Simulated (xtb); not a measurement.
C3H8O, quintet, at a GFN2-xTB geometry of the parent state (a higher spin typed on purpose: for a closed-shell molecule this is an excited state); GFN1-xTB run with xtb.

Here is a job for xtb.
```
$ xtb mol.xyz --gfn 1 --chrg 0 --uhf 4 --json

# file mol.xyz
12

O      0.02217187    -0.70637156    -0.00891756
C     -0.00191006     0.70379066     0.00906344
C      1.31940794    -1.23577614    -0.00427645
C     -1.44920700     1.16750381     0.00224778
H      0.51537054     1.07502478     0.90896197
H      0.53111673     1.09799856    -0.87167144
H      1.21557456    -2.31874503    -0.01916715
H      1.88715969    -0.91090045    -0.88622004
H      1.87140251    -0.93389025     0.89565558
H     -1.94985378     0.79906787    -0.88859537
H     -1.96544310     0.77632297     0.87429802
H     -1.49244744     2.25298407     0.01587030
```

Q: Predict the main parts of the log of this xtb run.

A: 
```
   ID    Z sym.   atoms
    1    8 O      1
    2    6 C      2-4
    3    1 H      5-12

           -------------------------------------------------
          |                Calculation Setup                |
           -------------------------------------------------

           -------------------------------------------------
          |                 G F N 1 - x T B                 |
           -------------------------------------------------

          ...................................................
          :                      SETUP                      :
          :.................................................:
          :  # basis functions                  32          :
          :  # atomic orbitals                  32          :
          :  # shells                           24          :
          :  # electrons                        26          :
          :  # halogen bonds                     0          :
          :  max. iterations                   250          :
          :  Hamiltonian                  GFN1-xTB          :
          :  restarted?                      false          :
          :  GBSA solvation                  false          :
          :  PC potential                    false          :
          :  electronic temp.          300.0000000     K    :
          :  accuracy                    1.0000000          :
          :  -> integral cutoff          0.2500000E+02      :
          :  -> integral neglect         0.1000000E-07      :
          :  -> SCF convergence          0.1000000E-05 Eh   :
          :  -> wf. convergence          0.2000000E-04 e    :
          :  Broyden damping             0.4000000          :
          :  net charge                          0          :
          :  unpaired electrons                  4          :
          ...................................................

 iter      E             dE          RMSdq      gap      omega  full diag
   1    -14.5851016 -0.145851E+02  0.642E+00    0.24       0.0  T
   2    -14.0616953  0.523406E+00  0.598E+00    0.40       1.0  T
   3    -14.1392397 -0.775444E-01  0.445E+00    0.15       1.0  T
   4    -14.0365729  0.102667E+00  0.400E+00    0.01       1.0  T
   5    -14.7189342 -0.682361E+00  0.193E+00    0.08       1.0  T
   6    -14.7936895 -0.747553E-01  0.102E+00    0.15       1.0  T
   7    -14.7856708  0.801872E-02  0.882E-01    0.33       1.0  T
   8    -14.7655055  0.201653E-01  0.105E+00    0.22       1.0  T
[...]
         :: total energy             -14.655672387790 Eh    ::
[...]

  Mulliken/CM5 charges         n(s)   n(p)   n(d)
     1O    -0.29270 -0.40127   1.723  4.570  0.000
     2C     0.28044  0.19726   1.077  2.643  0.000
     3C     0.26761  0.14640   1.078  2.654  0.000
     4C     0.04286 -0.10652   1.100  2.857  0.000
     5H    -0.04436  0.01731   1.044  0.000  0.000
     6H    -0.04436  0.01731   1.044  0.000  0.000
     7H    -0.04896  0.01185   1.049  0.000  0.000
     8H    -0.04140  0.01719   1.041  0.000  0.000
     9H    -0.04140  0.01719   1.041  0.000  0.000
    10H    -0.00021  0.05421   1.000  0.000  0.000
    11H    -0.00021  0.05421   1.000  0.000  0.000
    12H    -0.07730 -0.02513   1.077  0.000  0.000

Wiberg/Mayer (AO) data.
largest (>0.10) Wiberg bond orders for each atom

 ---------------------------------------------------------------------------
     #   Z sym  total        # sym  WBO       # sym  WBO       # sym  WBO
 ---------------------------------------------------------------------------
     1   8 O    2.240 --     3 C    1.056     2 C    0.986
     2   6 C    3.701 --     4 C    1.052     1 O    0.986     5 H    0.759
                             6 H    0.759
     3   6 C    3.632 --     1 O    1.056     7 H    0.907     8 H    0.777
                             9 H    0.777
     4   6 C    3.670 --     2 C    1.052    12 H    0.916    10 H    0.773
                            11 H    0.773
     5   1 H    1.176 --     2 C    0.759     6 H    0.179
     6   1 H    1.176 --     2 C    0.759     5 H    0.179
     7   1 H    1.152 --     3 C    0.907
     8   1 H    1.214 --     3 C    0.777     9 H    0.162
     9   1 H    1.214 --     3 C    0.777     8 H    0.162
    10   1 H    1.117 --     4 C    0.773    11 H    0.102
    11   1 H    1.117 --     4 C    0.773    10 H    0.102
    12   1 H    1.188 --     4 C    0.916
 ---------------------------------------------------------------------------

Topologies differ in total number of bonds
Writing topology from bond orders to xtbtopo.mol

 dipole moment from electron density (au)
     X       Y       Z
   0.2396  -0.0160   0.0019  total (Debye):    0.610

           -------------------------------------------------
          | TOTAL ENERGY              -14.655672387790 Eh   |
          | GRADIENT NORM               0.100702470036 Eh/α |
          | HOMO-LUMO GAP               0.099019833189 eV   |
           -------------------------------------------------

normal termination of xtb
```
